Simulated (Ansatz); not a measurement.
Molecular dynamics of C₂H₈N, charge +1

Input file:

```yaml
crystal:
  periodic: [false, false, false]
  atoms:
    - { symbol: C, position_ang: [-0.867715, 0.422952, -0.924472] }
    - { symbol: "N", position_ang: [-0.342589, -0.312437, 0.374948] }
    - { symbol: C, position_ang: [1.14515, -0.16778, 0.626686] }
    - { symbol: H, position_ang: [-1.929306, 0.112474, -0.931769] }
    - { symbol: H, position_ang: [-0.275134, 0.20766, -1.827326] }
    - { symbol: H, position_ang: [-0.734221, 1.514156, -0.674418] }
    - { symbol: H, position_ang: [-1.010927, 0.015086, 1.089881] }
    - { symbol: H, position_ang: [-0.557753, -1.336974, 0.16529] }
    - { symbol: H, position_ang: [1.428791, -0.715171, 1.5907] }
    - { symbol: H, position_ang: [1.411353, 0.913711, 0.594817] }
    - { symbol: H, position_ang: [1.617942, -0.752931, -0.210077] }
total_charge: 1
basis:
  gaussian: { orbitals: "6-31G*" }
hamiltonian:
  xc: pbe
  dispersion: d4
md:
  timestep: 0.5
  n_steps: 150
  ensemble: nve
  temperature: 300.0
  initial_velocities: maxwell_boltzmann
  seed: 958321
scf:
  lower_state_search: "off"
```

Launched with:

```bash
$ ansatz run input.yaml --threads 1 --pin off --max-ram 2048MiB --backend cpu --events-out ev --progress --plain --runs-dir out
```

It goes on from the last frame of an earlier run, with new velocities.

Output, in part (step lines, the closing report, with atoms numbered from 0):

```
md step     0: t =     0.00 fs  T =   300.0 K  F+E_penalty+E_count = -3682.50141024 eV  E_kin = 0.349002 eV  conserved = -3682.15240824 eV  (17 SCF iters)
md step     1: t =     0.50 fs  T =   322.0 K  F+E_penalty+E_count = -3682.52711247 eV  E_kin = 0.374600 eV  conserved = -3682.15251271 eV  (20 SCF iters)
md step     2: t =     1.00 fs  T =   349.1 K  F+E_penalty+E_count = -3682.55892090 eV  E_kin = 0.406175 eV  conserved = -3682.15274599 eV  (20 SCF iters)
md step     3: t =     1.50 fs  T =   378.4 K  F+E_penalty+E_count = -3682.59327563 eV  E_kin = 0.440231 eV  conserved = -3682.15304434 eV  (20 SCF iters)
md step     4: t =     2.00 fs  T =   406.0 K  F+E_penalty+E_count = -3682.62566753 eV  E_kin = 0.472361 eV  conserved = -3682.15330621 eV  (20 SCF iters)
md step     5: t =     2.50 fs  T =   428.7 K  F+E_penalty+E_count = -3682.65218831 eV  E_kin = 0.498756 eV  conserved = -3682.15343199 eV  (19 SCF iters)
[... lines left out ...]
Total energy: -3682.49003598 eV, -135.3290127410 hartree
Atom 0 at    -0.925766     0.449369    -0.919179 Å, force     0.970616     0.623837     1.800202 eV/Å
Atom 1 at    -0.316020    -0.325691     0.322774 Å, force     0.025409     0.653693    -1.200626 eV/Å
Atom 2 at     1.163012    -0.176735     0.652792 Å, force    -0.042848    -0.119227     1.143313 eV/Å
Atom 3 at    -2.007035     0.324510    -0.862443 Å, force    -0.226074    -0.263441    -0.242412 eV/Å
Atom 4 at    -0.427752    -0.002944    -1.762999 Å, force    -0.059844    -0.179726    -0.727565 eV/Å
Atom 5 at    -0.675093     1.531416    -0.853598 Å, force     0.014000    -0.467590     0.128695 eV/Å
Atom 6 at    -0.891579    -0.222709     1.174877 Å, force    -0.023875     0.227574    -0.123245 eV/Å
Atom 7 at    -0.421600    -1.284143     0.006687 Å, force    -0.279741    -0.899940     0.280623 eV/Å
Atom 8 at     1.264794    -0.521745     1.715475 Å, force     0.091309    -0.529853    -0.762849 eV/Å
Atom 9 at     1.421267     0.880361     0.795174 Å, force     0.047774     0.212536    -0.869688 eV/Å
Atom 10 at     1.797431    -0.770630    -0.065212 Å, force    -0.516726     0.742139     0.573552 eV/Å
Dipole moment:    -0.181155    -0.190520     0.159689 e Å
```

The steps, from the saved trajectory:

```json
{"time (fs)": "0.0", "T (K)": "300", "potential energy less start (eV)": "0.000", "conserved less start (meV/atom)": "0.00"}
{"time (fs)": "2.5", "T (K)": "429", "potential energy less start (eV)": "-0.151", "conserved less start (meV/atom)": "-0.09"}
{"time (fs)": "5.0", "T (K)": "470", "potential energy less start (eV)": "-0.198", "conserved less start (meV/atom)": "-0.07"}
{"time (fs)": "7.5", "T (K)": "415", "potential energy less start (eV)": "-0.134", "conserved less start (meV/atom)": "-0.06"}
{"time (fs)": "10.0", "T (K)": "293", "potential energy less start (eV)": "0.007", "conserved less start (meV/atom)": "-0.02"}
{"time (fs)": "12.5", "T (K)": "251", "potential energy less start (eV)": "0.057", "conserved less start (meV/atom)": "-0.03"}
{"time (fs)": "15.0", "T (K)": "277", "potential energy less start (eV)": "0.026", "conserved less start (meV/atom)": "-0.05"}
{"time (fs)": "17.5", "T (K)": "284", "potential energy less start (eV)": "0.018", "conserved less start (meV/atom)": "-0.04"}
{"time (fs)": "20.0", "T (K)": "293", "potential energy less start (eV)": "0.008", "conserved less start (meV/atom)": "-0.07"}
{"time (fs)": "22.5", "T (K)": "261", "potential energy less start (eV)": "0.046", "conserved less start (meV/atom)": "-0.03"}
{"time (fs)": "25.0", "T (K)": "280", "potential energy less start (eV)": "0.023", "conserved less start (meV/atom)": "-0.04"}
{"time (fs)": "27.5", "T (K)": "289", "potential energy less start (eV)": "0.012", "conserved less start (meV/atom)": "-0.08"}
{"time (fs)": "30.0", "T (K)": "234", "potential energy less start (eV)": "0.077", "conserved less start (meV/atom)": "-0.04"}
{"time (fs)": "32.5", "T (K)": "209", "potential energy less start (eV)": "0.105", "conserved less start (meV/atom)": "-0.05"}
{"time (fs)": "35.0", "T (K)": "215", "potential energy less start (eV)": "0.099", "conserved less start (meV/atom)": "0.00"}
{"time (fs)": "37.5", "T (K)": "325", "potential energy less start (eV)": "-0.030", "conserved less start (meV/atom)": "-0.08"}
{"time (fs)": "40.0", "T (K)": "372", "potential energy less start (eV)": "-0.084", "conserved less start (meV/atom)": "-0.03"}
{"time (fs)": "42.5", "T (K)": "408", "potential energy less start (eV)": "-0.127", "conserved less start (meV/atom)": "-0.09"}
{"time (fs)": "45.0", "T (K)": "337", "potential energy less start (eV)": "-0.044", "conserved less start (meV/atom)": "-0.02"}
{"time (fs)": "47.5", "T (K)": "298", "potential energy less start (eV)": "0.002", "conserved less start (meV/atom)": "-0.07"}
{"time (fs)": "50.0", "T (K)": "232", "potential energy less start (eV)": "0.079", "conserved less start (meV/atom)": "0.03"}
{"time (fs)": "52.5", "T (K)": "336", "potential energy less start (eV)": "-0.043", "conserved less start (meV/atom)": "-0.10"}
{"time (fs)": "55.0", "T (K)": "354", "potential energy less start (eV)": "-0.064", "conserved less start (meV/atom)": "-0.04"}
{"time (fs)": "57.5", "T (K)": "356", "potential energy less start (eV)": "-0.066", "conserved less start (meV/atom)": "-0.07"}
{"time (fs)": "60.0", "T (K)": "285", "potential energy less start (eV)": "0.018", "conserved less start (meV/atom)": "-0.02"}
{"time (fs)": "62.5", "T (K)": "268", "potential energy less start (eV)": "0.037", "conserved less start (meV/atom)": "-0.04"}
{"time (fs)": "65.0", "T (K)": "295", "potential energy less start (eV)": "0.005", "conserved less start (meV/atom)": "-0.06"}
{"time (fs)": "67.5", "T (K)": "310", "potential energy less start (eV)": "-0.012", "conserved less start (meV/atom)": "-0.01"}
{"time (fs)": "70.0", "T (K)": "355", "potential energy less start (eV)": "-0.065", "conserved less start (meV/atom)": "-0.10"}
{"time (fs)": "72.5", "T (K)": "299", "potential energy less start (eV)": "0.000", "conserved less start (meV/atom)": "-0.02"}
{"time (fs)": "75.0", "T (K)": "290", "potential energy less start (eV)": "0.011", "conserved less start (meV/atom)": "-0.07"}
```

All steps were run. The conserved energy stayed within 0.12 meV per atom of its start (net change -0.074 meV per atom), so the integration is sound. A run of 0.075 ps of so small a system gives no equilibrium averages. Limits of this set-up: the dipole of an ion depends on the origin.

The same pairs are bonded in the first frame and the last. Pairs count as bonded within 1.25 times the sum of covalent radii (0.12 Å more for H–H).

Last frame:

```xyz
11
Properties=species:S:1:pos:R:3
C -0.926 0.449 -0.919
N -0.316 -0.326 0.323
C 1.163 -0.177 0.653
H -2.007 0.325 -0.862
H -0.428 -0.003 -1.763
H -0.675 1.531 -0.854
H -0.892 -0.223 1.175
H -0.422 -1.284 0.007
H 1.265 -0.522 1.716
H 1.421 0.880 0.795
H 1.797 -0.771 -0.065
```

Run time: 7.9 min on 1 CPU thread of a shared host.
